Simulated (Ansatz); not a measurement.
The input, for Ansatz 0.2.0:

```yaml
crystal:
  periodic: [false, false, false]
  atoms:
    - {symbol: B, position_ang: [0.050000, 0.050000, -0.140301]}
    - {symbol: O, position_ang: [0.000000, 0.000000, -0.140301]}
    - {symbol: H, position_ang: [0.000000, 0.000000, -1.393443]}
basis:
  gaussian: {orbitals: cc-pVTZ-DK}
magnetization: {spin_polarized: false}
correlation: {method: bccd_t, electrons: outside_noble_gas}
accuracy: high
```

```sh
$ ansatz run in.yaml --threads 1 --pin off --events-out ev --progress --plain --max-ram 2393MiB
```

Question: One thing in this input was set wrong on purpose, beside settings that are merely unusual. What is the gravest fault, and what does the program do?

Answer: Atoms on top of each other. How the run ends: converged.
```
925 factors; integrals over basis functions are off by at most 3.4e-9 eV
mean field evaluation 1: about 2672.7654 eV, gradient 1.5e2 eV
mean field evaluation 2: about 2672.7487 eV, gradient 1.5e2 eV
mean field evaluation 4: about 2657.8972 eV, gradient 4.7e0 eV
mean field evaluation 8: about 2657.2129 eV, gradient 1.4e0 eV
mean field evaluation 16: about 2657.1104 eV, gradient 3.1e-7 eV
mean field evaluation 32: about 2657.1107 eV, gradient 1.6e-1 eV
mean field evaluation 64: about 2662.3612 eV, gradient 8.7e-3 eV
mean field 2657.11044195 eV, 97.6470076875 hartree, gradient 2.3e-8 eV, S^2 0.000000; 1 other end points of the search recorded, 0 dependent functions left out; unrestricted orbitals would lower it
unrestricted determinant 2656.03535244 eV, 97.6074988766 hartree, S^2 0.9365
2 core orbitals not correlated: weight in the atoms' cores, before any rotation towards them, 0.586 or more for the frozen orbitals, at most 0.274 for the correlated occupied ones
reference 2657.11044195 eV, 97.6470076875 hartree; 5, 5 occupied and 67, 67 virtual orbitals, 925 factors
second order -4.70761555 eV of doubles, -0.00000000 eV of singles
cycle   1  -5.15097449 eV  change   -4.4e-1 eV  update   6.8e-2
cycle   2  -5.36805619 eV  change   -2.2e-1 eV  update   3.5e-2
cycle   3  -5.38262979 eV  change   -1.5e-2 eV  update   1.4e-2
...
cycle  19  -5.39227292 eV  change    5.5e-8 eV  update   2.6e-8
cycle  20  -5.39227274 eV  change    1.7e-7 eV  update   1.7e-7
cycle  21  -5.39227282 eV  change   -7.4e-8 eV  update   8.4e-8
cycle  22  -5.39227279 eV  change    2.3e-8 eV  update   2.9e-8
cycle  23  -5.39227279 eV  change    1.8e-9 eV  update   1.2e-8
cycle  24  -5.39227279 eV  change  -4.7e-10 eV  update   3.9e-9
cycle  25  -5.39227279 eV  change  -8.8e-10 eV  update   1.6e-9
cycle  26  -5.39227279 eV  change    2.0e-9 eV  update  6.2e-10
cycle  27  -5.39227279 eV  change  -9.1e-10 eV  update  3.4e-10
cycle  28  -5.39227279 eV  change  -2.7e-10 eV  update  1.4e-10
perturbative correction -0.08797438 eV, -0.0032329989 hartree
Total energy: 2651.63019478 eV, 97.4456123185 hartree
Relativity: scalar
```
